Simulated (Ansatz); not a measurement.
Bi₂S₃ (Pnma, No. 62), treated with r²SCAN (Ansatz, a first-principles code, PAW).

Input file:

Ansatz 0.2 input:
```yaml
crystal:
  lattice:
    - [11.6429516095, 0.0, 0.0]
    - [0.0, 4.0005163782, 0.0]
    - [0.0, 0.0, 11.1853218622]
  atoms:
    - { symbol: Bi, position: [0.4805801624, 0.25, 0.3263589587] }
    - { symbol: Bi, position: [0.0194198376, 0.75, 0.8263589587] }
    - { symbol: Bi, position: [0.9805801624, 0.25, 0.1736410413] }
    - { symbol: Bi, position: [0.5194198376, 0.75, 0.6736410413] }
    - { symbol: Bi, position: [0.3443393593, 0.75, 0.0328792464] }
    - { symbol: Bi, position: [0.1556606407, 0.25, 0.5328792464] }
    - { symbol: Bi, position: [0.8443393593, 0.75, 0.4671207536] }
    - { symbol: Bi, position: [0.6556606407, 0.25, 0.9671207536] }
    - { symbol: S, position: [0.2897930621, 0.25, 0.1909237903] }
    - { symbol: S, position: [0.2102069379, 0.75, 0.6909237903] }
    - { symbol: S, position: [0.7897930621, 0.25, 0.3090762097] }
    - { symbol: S, position: [0.7102069379, 0.75, 0.8090762097] }
    - { symbol: S, position: [0.5477310622, 0.75, 0.1281369695] }
    - { symbol: S, position: [0.9522689378, 0.25, 0.6281369695] }
    - { symbol: S, position: [0.0477310622, 0.75, 0.3718630305] }
    - { symbol: S, position: [0.4522689378, 0.25, 0.8718630305] }
    - { symbol: S, position: [0.3785979148, 0.75, 0.4434762084] }
    - { symbol: S, position: [0.1214020852, 0.25, 0.9434762084] }
    - { symbol: S, position: [0.8785979148, 0.75, 0.0565237916] }
    - { symbol: S, position: [0.6214020852, 0.25, 0.5565237916] }
basis:
  ecutwfc: 560
  ecutrho_ratio: 4
  xc_grid: 3
kpoints:
  mp_grid: { grid: [4, 8, 4] }
  band_path:
    path:
      - [0.0, 0.0, 0.0]
      - [0.5, 0.0, 0.0]
      - [0.5, 0.071429, 0.0]
      - [0.5, 0.142857, 0.0]
      - [0.5, 0.214286, 0.0]
      - [0.5, 0.285714, 0.0]
      - [0.5, 0.357143, 0.0]
      - [0.5, 0.428571, 0.0]
      - [0.5, 0.5, 0.0]
      - [0.0, 0.5, 0.0]
      - [0.0, 0.428571, 0.0]
      - [0.0, 0.357143, 0.0]
      - [0.0, 0.285714, 0.0]
      - [0.0, 0.214286, 0.0]
      - [0.0, 0.142857, 0.0]
      - [0.0, 0.071429, 0.0]
      - [0.0, 0.0, 0.25]
      - [0.0, 0.0, 0.5]
      - [0.5, 0.0, 0.5]
      - [0.5, 0.071429, 0.5]
      - [0.5, 0.142857, 0.5]
      - [0.5, 0.214286, 0.5]
      - [0.5, 0.285714, 0.5]
      - [0.5, 0.357143, 0.5]
      - [0.5, 0.428571, 0.5]
      - [0.5, 0.5, 0.5]
      - [0.0, 0.5, 0.5]
      - [0.0, 0.428571, 0.5]
      - [0.0, 0.357143, 0.5]
      - [0.0, 0.285714, 0.5]
      - [0.0, 0.214286, 0.5]
      - [0.0, 0.142857, 0.5]
      - [0.0, 0.071429, 0.5]
      - [0.5, 0.0, 0.25]
      - [0.0, 0.5, 0.25]
      - [0.5, 0.5, 0.25]
    npoints: 1
hamiltonian:
  xc: r2scan
  dispersion: none
  pseudopotentials: { kind: paw }
scf:
  occupations: { method: fermi_dirac, width: 0.01 }
  convergence: { dr2_threshold: 0.000000002 }
output:
  forces: true
  stress: true
  eigenvalues: true
  write_bands: true
```

Output (set-up and result lines):

```
Crystal: 20 atoms, lattice volume = 520.988 Å³
Basis set: ecut = 560 eV, 15701 PW (Γ), exchange–correlation on 270×96×270 points (27 copies of the dense FFT grid, shifted against one another)
Bands: 116, of which v1, the nominal top of the filled ones, is band 96 counted from 1 (95 counted from 0)
Symmetry: 8 space group operations
Space group: Pnma (ITA 62), of the structure as read, at distance tolerance 8.0e-5 Å
k-points: 45 of 128
Functional: x = r2scan, c = r2scan; τ floored in thin density (d = 2e-4 eV/Å³)
SCF iter   1: F=—  HF=-110166.668722 eV  |F-HF|=—  |Δ(HF+E_count)|=         —  Δρ=4.54e-3  dr2=8.24e-2  dr2_τ=8.35e-2
SCF iter   2: F=—  HF=-110166.796321 eV  |F-HF|=—  |Δ(HF+E_count)|=   1.28e-1  Δρ=2.80e-3  dr2=3.37e-2  dr2_τ=8.23e-4
  ...
SCF iter   8: F=—  HF=-110166.798636 eV  |F-HF|=—  |Δ(HF+E_count)|=   2.56e-8  Δρ=1.15e-6  dr2=1.01e-8  dr2_τ=3.34e-10
SCF iter   9: F=-110166.798636 eV  HF=-110166.798636 eV  |F-HF|=2.04e-10  |Δ(HF+E_count)|=   4.74e-9  Δρ=3.30e-7  dr2=9.06e-10  dr2_τ=7.44e-11
SCF 1 converged in 9 iterations: F = -110166.798636 eV  dr2 = 9.06e-10
SCF converged after 9 iterations
Free energy (F): -110166.798636 eV
Internal energy: -110166.798636 eV  (E = F + TS)
E sigma→0 (E₀):  -110166.798636 eV
Fermi energy:    7.873208 eV
--- Forces (eV/Å), atoms counted from 1 ---
  atom   1  Bi     0.00189036    -0.00000000    -0.00141576
  atom   2  Bi    -0.00189036     0.00000000    -0.00141576
  atom   3  Bi     0.00189036     0.00000000     0.00141576
  atom   4  Bi    -0.00189036    -0.00000000     0.00141576
  atom   5  Bi     0.00008764     0.00000000    -0.00098842
  atom   6  Bi    -0.00008764     0.00000000    -0.00098842
  atom   7  Bi     0.00008764     0.00000000     0.00098842
  atom   8  Bi    -0.00008764     0.00000000     0.00098842
  atom   9  S      0.00026158     0.00000000     0.00092227
  atom  10  S     -0.00026158     0.00000000     0.00092227
  atom  11  S      0.00026158     0.00000000    -0.00092227
  atom  12  S     -0.00026158     0.00000000    -0.00092227
  atom  13  S     -0.00131896     0.00000000     0.00118276
  atom  14  S      0.00131896     0.00000000     0.00118276
  atom  15  S     -0.00131896     0.00000000    -0.00118276
  atom  16  S      0.00131896     0.00000000    -0.00118276
  atom  17  S     -0.00146080     0.00000000     0.00088647
  atom  18  S      0.00146080     0.00000000     0.00088647
  atom  19  S     -0.00146080     0.00000000    -0.00088647
  atom  20  S      0.00146080     0.00000000    -0.00088647
--- Stress (GPa, compression-positive) ---
        0.005440       0.000000       0.000000
        0.000000      -0.001274       0.000000
        0.000000       0.000000       0.002137
  P = ⅓ Tr σ = 0.0021 GPa (0.021 kbar)
```

The PAW data were made under PBE.
